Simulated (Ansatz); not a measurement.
# BH₃NO− (SMILES NB[O-]): one structure at several levels

An exercise on one series of results from a longer session: the logs are not shown, and one member is left open.

The runs use Ansatz 0.2.0, Gaussian basis; single points in def2-TZVPPD.

Correlated methods freeze the cores. B3LYP uses VWN-RPA correlation.

### Where the work starts

SMILES `NB[O-]`, 6 atoms, charge -1, spin multiplicity 1.

Atoms are counted from 1 here; the program's logs count them from 0.

Bond lengths: N1–B2 1.424 Å, N1–H4 0.953 Å, N1–H5 1.014 Å, B2–O3 1.309 Å, B2–H6 1.308 Å. Angles: B2–N1–H4 110.0°, B2–N1–H5 113.2°, H4–N1–H5 113.4°, N1–B2–O3 126.0°, N1–B2–H6 119.2°, O3–B2–H6 114.7°.

As a file:

```
N    -0.3055    0.3105   -0.7169
B     0.4526   -0.0877    0.4209
O     0.3939    0.4518    1.6123
H    -0.5538   -0.4551   -1.2264
H    -1.0890    0.9105   -0.4849
H     1.2590   -1.1133    0.3235
```

The first run:

run/in.yaml reads:

```yaml
crystal:
  periodic: [false, false, false]
  atoms:
    - {symbol: N, position_ang: [-0.305500, 0.310500, -0.716900]}
    - {symbol: B, position_ang: [0.452600, -0.087700, 0.420900]}
    - {symbol: O, position_ang: [0.393900, 0.451800, 1.612300]}
    - {symbol: H, position_ang: [-0.553800, -0.455100, -1.226400]}
    - {symbol: H, position_ang: [-1.089000, 0.910500, -0.484900]}
    - {symbol: H, position_ang: [1.259000, -1.113300, 0.323500]}
basis:
  gaussian: {orbitals: "def2-TZVPPD.json"}
total_charge: -1
correlation: {method: ccsd_t}
output: {forces: true}
```

The basis file named in the input lies beside it (Basis Set Exchange, JSON).

The command line of these runs was not kept.

Steps of the session up to this table: CCSD(T)/def2-TZVPPD; PBE0-D4/def2-TZVPPD; wB97M-V/def2-TZVPPD; r2SCAN-D4/def2-TZVPPD; PBE-D4/def2-TZVPPD; r2SCANh-D4/def2-TZVPPD; B3LYP-D4/def2-TZVPPD.

One table of the session follows, with a row left open; its other results are not shown here.

```
    method  RMS force component (eV/Å)  angle to CCSD(T) forces (°)
   CCSD(T)                       1.304                    reference
   PBE0-D4                           ?                            ?
   wB97M-V                       1.293                          7.0
 r2SCAN-D4                       1.270                          7.0
    PBE-D4                       1.288                          9.3
r2SCANh-D4                       1.274                          9.2
  B3LYP-D4                       1.277                          7.5
```

**Question.** Estimate the row for PBE0-D4.

**Answer.** RMS force component (eV/Å): 1.282; angle to CCSD(T) forces (°): 9.3. In the column «RMS force component (eV/Å)» it lies between B3LYP-D4 (1.277) and PBE-D4 (1.288).
